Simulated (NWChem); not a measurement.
**Atomisation of CH$_{3}$**

SMILES: [CH3]
```xyz
4

C      0.0000     0.0000     0.0000
H      0.0000     0.0000     1.0908
H     -0.9447     0.0000    -0.5454
H      0.9447     0.0000    -0.5454
```
Charge 0, spin multiplicity 2.

All runs are NWChem calculations. All single points use one geometry, from UB3LYP/def2-SVP, a minimum by its harmonic frequencies.

Basis set: def2-TZVP. The atomisation energy is electronic alone: no zero-point, thermal, spin-orbit or counterpoise terms. No value is extrapolated to the basis-set limit. Free atoms are single determinants with multiplicities C 3, H 2. Correlated methods freeze the same cores in atoms and molecule, 1 orbitals in all.

The correlated methods keep 1 core orbital frozen. B3LYP has NWChem's definition, with VWN1-RPA local correlation. The structure started from a generated list of species. The unpaired electrons of the parent sit in orbitals of symmetry b2 (C2v labels of the run); other states weren't searched. No SCF solution was tested for a lower state. Open-shell Hartree-Fock references start from PBE0 orbitals. Coupled-cluster values serve here as a point of comparison, not as the truth.

```json
[
 {"method": "CCSD(T)", "atomisation energy (kcal/mol)": "296.9"},
 {"method": "BHandHLYP", "atomisation energy (kcal/mol)": "(withheld)"},
 {"method": "PBE0", "atomisation energy (kcal/mol)": "307.7"},
 {"method": "BP86", "atomisation energy (kcal/mol)": "316.6"},
 {"method": "PBE", "atomisation energy (kcal/mol)": "(withheld)"},
 {"method": "LDA (SVWN5)", "atomisation energy (kcal/mol)": "338.6"},
 {"method": "B3LYP", "atomisation energy (kcal/mol)": "(withheld)"},
 {"method": "MP2", "atomisation energy (kcal/mol)": "(withheld)"},
 {"method": "TPSS", "atomisation energy (kcal/mol)": "313.4"},
 {"method": "HF", "atomisation energy (kcal/mol)": "241.7"}
]
```

Problem. Fill in the missing entries.

Solution. 
- BHandHLYP, atomisation energy (kcal/mol): 304.2
- PBE, atomisation energy (kcal/mol): 309.5
- B3LYP, atomisation energy (kcal/mol): 309.1
- MP2, atomisation energy (kcal/mol): 294.4
